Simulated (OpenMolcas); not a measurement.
## Potential curves of Mg₂: spin-free states

Calculated with OpenMolcas 26.06: state-averaged CASSCF(4,8) over Mg 3s 3p, Mg 3s 3p, XMS-CASPT2 (IPEA 0.25, imaginary shift 0.2 hartree), scalar X2C, ANO-RCC-VTZP, then RASSI spin–orbit state interaction with atomic mean-field integrals. C2 symmetry about the axis (a holds Σ, Δ, Γ; b holds Π, Φ, H; Σ⁺ and Σ⁻ are not told apart); roots by multiplicity and irrep: 1a 3, 3a 2, 3b 6, 1b 4.

XMS-CASPT2 energies in eV from the lowest point. Curves are followed by energy order within each symmetry, so they are adiabatic and may change character at avoided crossings and where g and u states cross; Σ⁺ and Σ⁻ are counted together.

```csv
R (Å),(1)1Σ,(1)3Π,(1)3Σ,(2)3Π,(2)3Σ
3.077,0.212,1.929,2.001,2.991,3.996
3.256,0.130,2.025,2.043,2.893,3.713
3.417,0.083,2.132,2.110,2.841,3.512
3.578,0.053,2.232,2.188,2.804,3.351
3.757,0.031,2.336,2.279,2.778,3.209
3.936,0.016,2.427,2.365,2.761,3.098
4.186,0.005,2.528,2.470,2.749,2.983
4.508,0.000,2.618,2.572,2.743,2.885
5.009,0.002,2.696,2.667,2.744,2.804
5.725,0.026,2.740,2.726,2.751,2.764
6.798,0.066,2.756,2.752,2.757,2.756
8.229,0.075,2.747,2.758,2.749,2.758
```

The 5 lowest clean curves are shown; the next is (2)1Σ, from 3.82 eV. Left out for impure symmetry, kinks or missing points, though low: (1)1Π. g and u states are not told apart. Only roots inside an energy window near the equilibrium distance were included, so the list of states is not complete; labels number the states computed. Each spin and symmetry block has orbitals of its own, averaged over its own roots, so gaps between blocks are less sure than gaps within one and near the minimum can be off by tenths of an eV, in bad cases by more. No Rydberg orbitals are active, so Rydberg states, and σ→σ* states whose orbital the CASSCF left unused, can be missing between those listed. At stretched bonds a block can hold a wrong CASSCF solution and miss its lowest state; points past a visible jump are left out. Points that failed a check (symmetry, reference weights, a jump) are left out.
